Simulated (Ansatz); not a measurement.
A CCSD(T) single point on `C=C=CCl`.

```yaml
crystal:
  periodic: [false, false, false]
  atoms:
    - {symbol: C, position_ang: [0.496108, 1.119528, 0.570054]}
    - {symbol: C, position_ang: [0.090450, 0.016048, 0.019460]}
    - {symbol: C, position_ang: [-0.298483, -1.093022, -0.530525]}
    - {symbol: Cl, position_ang: [-1.944953, -1.400262, -0.962153]}
    - {symbol: H, position_ang: [0.823375, 1.961869, -0.031911]}
    - {symbol: H, position_ang: [0.518217, 1.235102, 1.649479]}
    - {symbol: H, position_ang: [0.376588, -1.907363, -0.760005]}
basis:
  gaussian: {orbitals: def2-TZVPP}
correlation: {method: ccsd_t}
output: {orbitals: {seedname: orbitals}}
```

```sh
$ ansatz run in.yaml --threads 2 --pin off --events-out ev --progress --plain --max-ram 4352MiB
```

Log, shortened:

```
Functional definition: HF
1059 factors; integrals over basis functions are off by at most 9.7e-4 eV
mean field evaluation 1: about -15639.7576 eV, gradient 2.5e1 eV
mean field evaluation 2: about -15640.0044 eV, gradient 2.5e1 eV
mean field evaluation 4: about -15641.9526 eV, gradient 3.8e0 eV
mean field evaluation 8: about -15642.0031 eV, gradient 2.6e-1 eV
mean field -15642.00351805 eV, -574.8330267576 hartree, gradient 2.1e-6 eV, S^2 0.000000; 0 other end points of the search recorded, 0 dependent functions left out
8 core orbitals not correlated: weight in the atoms' cores, before any rotation towards them, 1.000 or more for the frozen orbitals, at most 0.000 for the correlated occupied ones
reference -15642.00351805 eV, -574.8330267576 hartree; 11, 11 occupied and 158, 158 virtual orbitals, 1059 factors
second order -17.87157339 eV of doubles, -0.00000000 eV of singles
cycle   1  -18.25426915 eV  change   -3.8e-1 eV  update   9.5e-2
cycle   2  -18.72948038 eV  change   -4.8e-1 eV  update   3.1e-2
cycle   3  -18.84026205 eV  change   -1.1e-1 eV  update   1.5e-2
cycle   4  -18.83488193 eV  change    5.4e-3 eV  update   4.2e-3
cycle   5  -18.83622930 eV  change   -1.3e-3 eV  update   1.7e-3
cycle   6  -18.83673314 eV  change   -5.0e-4 eV  update   4.5e-4
cycle   7  -18.83668589 eV  change    4.7e-5 eV  update   1.8e-4
cycle   8  -18.83672125 eV  change   -3.5e-5 eV  update   5.8e-5
cycle   9  -18.83673631 eV  change   -1.5e-5 eV  update   2.1e-5
perturbative correction -0.92795840 eV, -0.0341018423 hartree
Total energy: -15661.76821276 eV, -575.5593658913 hartree
```

Run time 22 s (2 threads of an AMD EPYC 9R14 on a shared host); peak host memory 1.6 GiB.

Correlation energy per correlated electron: -0.898 eV. T1 diagnostic: 0.0117.
